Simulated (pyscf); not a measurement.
PySCF, gas phase, ωB97X-D3(BJ)/def2-SVP geometries.

### Question
F–CdH + F–SiH₃ → F–Cd–F + silane (SiH₄)
Surface: singlet. Broken: Cd–H, F–Si. Formed: Cd–F, H–Si. Give ΔE‡ and ΔE from PBE0-D3(BJ)/def2-TZVP, relative to the separated reactants.

### Answer
ΔE‡ = 29.0 kcal/mol, ΔE = +29.3 kcal/mol. ωB97M-D3(BJ)/def2-TZVP gives 30.6 kcal/mol and +30.1 kcal/mol. Zero-point energy shifts the barrier by +0.8 kcal/mol. It is a four-centre exchange, with an imaginary mode of 102i cm⁻¹. On the product side the descent ends in a complex, 5.9 kcal/mol under the separated species and 4.3 kcal/mol under the saddle at ωB97X-D3(BJ)/def2-TZVP. At PBE0-D3(BJ) the saddle lies under the separated products, which points to a path from their complex (located at ωB97X-D3(BJ) alone), and parting the products costs more than the saddle. At ωB97X-D3(BJ)/def2-TZVP the barrier from the zero used here is 26.7 kcal/mol. This is the saddle that the search found; another between the same sides may lie lower. Elements past Kr carry the def2 core potentials, without spin-orbit coupling.
